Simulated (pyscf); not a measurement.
Addition across a multiple bond or ene-type step: O=W(=O)=O (SMILES [O]=[W](=[O])=[O]) + CH₄ (SMILES C) → H₃C–W(=O)(=O)–OH (SMILES [CH3][W](=[O])(=[O])[OH])

Gas phase, singlet surface, charge 0. Bonds broken: C5–H6. Bonds formed: W2–C5, O4–H6. Optimised with ωB97X-D3(BJ)/def2-SVP in PySCF.

Transition state (Å):

```xyz
9

O     -0.2355     2.1831    -0.7706
W     -0.0380     0.8344     0.2692
O      1.3459     0.9768     1.2712
O     -0.3060    -0.7693    -0.4721
C     -1.9218     0.2949     1.4112
H     -1.3243    -0.5156     0.4619
H     -2.5941    -0.5817     1.3940
H     -1.5518     0.3646     2.4456
H     -2.5555     1.1565     1.1505
```

One imaginary mode, 1375i cm⁻¹; descent along it reached the two sides named, in the forms told below.

```tsv
bond	change	reactant side (Å)	saddle	product side
C5–H6	breaks	1.108	1.384	3.8
W2–C5	forms	2.406	2.268	2.108
O4–H6	forms	2.8	1.405	0.965
```

Electronic energies relative to the separated reactants (eV):

```
level                   barrier  reaction energy  reverse barrier
----------------------  -------  ---------------  ---------------
ωB97X-D3(BJ)/def2-TZVP    -0.36            -2.81             2.46
PBE/def2-TZVP             -0.10            -2.19             2.09
r²SCAN/def2-TZVP          -0.18            -2.43             2.25
B3LYP-D3(BJ)/def2-TZVP    -0.08            -2.47             2.39
PBE0-D3(BJ)/def2-TZVP     -0.26            -2.58             2.32
M06-2X/def2-TZVP          -0.25            -2.76             2.52
ωB97M-D3(BJ)/def2-TZVP    -0.19            -2.63             2.44
```

With ωB97M-D3(BJ)/def2-TZVP energies and thermal terms (ideal gas, 1 atm, RRHO with modes under 100 cm⁻¹ raised to 100, one conformer, R ln 2 for chiral ones without a mode under 150 cm⁻¹), in eV:

```csv
T (K),ΔH‡,ΔG‡,ΔH,ΔG
298,-0.27,0.13,-2.60,-2.25
600,-0.24,0.52,-2.54,-1.91
900,-0.20,0.90,-2.47,-1.61
1200,-0.16,1.26,-2.42,-1.33
```

On the reactant side the descent ends in an adduct with a C–W contact, 1.11 eV under the separated species and 0.75 eV under the saddle at ωB97X-D3(BJ)/def2-TZVP. At ωB97X-D3(BJ)/def2-TZVP, PBE, r²SCAN, B3LYP-D3(BJ), PBE0-D3(BJ), M06-2X, ωB97M-D3(BJ) the saddle lies under the separated reactants, which points to a path from their complex (located at ωB97X-D3(BJ) alone). What is counted as formed (C–W) is already present as a longer contact in the reactant adduct; forming that adduct is a step of its own. At the saddle there is also a short H–W contact that neither side keeps. This is the saddle that the search found; another between the same sides may lie lower. Elements past Kr carry the def2 core potentials, without spin-orbit coupling.
